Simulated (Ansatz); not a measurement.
What does this script print? It uses the Ansatz DFT code, driven from Python.

`relaxed_scan_alh2s.py`:
```python
# -*- coding: utf-8 -*-
'''Relaxed scan of one distance in AlH2S.'''

import ansatz as az
from ase import Atoms
import numpy as np


def main():
    atoms = Atoms(['Al', 'S', 'H', 'H'], positions=[
        (0.045, -1.0787, -0.2818),
        (0.952, 1.0117, -0.1353),
        (-0.7904, -1.6602, 0.9524),
        (-0.151, 1.6669, -0.5556),
    ])
    mol = az.Crystal.molecule_from_ase(atoms)

    setup = (
        mol.calculation()
        .basis(gaussian='def2-SVP')
        .functional('b3lyp')
        .spin('collinear', total=1)
    )
    symbols = [site.symbol for site in mol.cartesian_sites]
    pairs = [(0, 1), (0, 2), (1, 3)]
    print('held (A)   E (eV)        ', '  '.join(f'{symbols[i]}{i}-{symbols[j]}{j}' for i, j in pairs))
    for length in [1.24, 1.35, 1.46, 1.62, 1.82]:
        data = setup.relax(constraints=[az.DistanceConstraint((1, 3), at=length)], force_tolerance=0.02, max_steps=60).run().report
        xyz = np.array(data['positions_ang'])
        print(f'{length:6.2f} {data["free_energy_ev"]:14.5f}  ', '  '.join(f'{np.linalg.norm(xyz[i] - xyz[j]):.3f}' for i, j in pairs))


if __name__ == '__main__':
    main()
```

```console
$ python relaxed_scan_alh2s.py
held (A)   E (eV)         Al0-S1  Al0-H2  S1-H3
DeckWarning: relax.constraints: the input's atoms, or those drawn, lie off the distances that are held; a relaxation that starts there is brought onto them ahead of its first SCF, by positions alone, [...]
  1.24   -17459.91848   2.215  1.605  1.240
  1.35   -17460.12839   2.215  1.605  1.350
  1.46   -17460.01541   2.215  1.605  1.460
  1.62   -17459.56116   2.211  1.604  1.620
  1.82   -17458.83349   2.191  1.600  1.820
```
(Warnings from the package without file and line, shortened, repeats left out.)

Total energies depend on the basis set; only differences at equal settings carry meaning. The energies are electronic: no zero-point or thermal terms, and the basis set is short of its limit. The species is open-shell (spin multiplicity 2). b3lyp holds the VWN-RPA fit, as in Gaussian; the form of ORCA and Turbomole is b3lyp5. Timing: 110 s on 1 thread of Arm Neoverse V1, with other jobs on the host, peak memory 0.19 GiB.
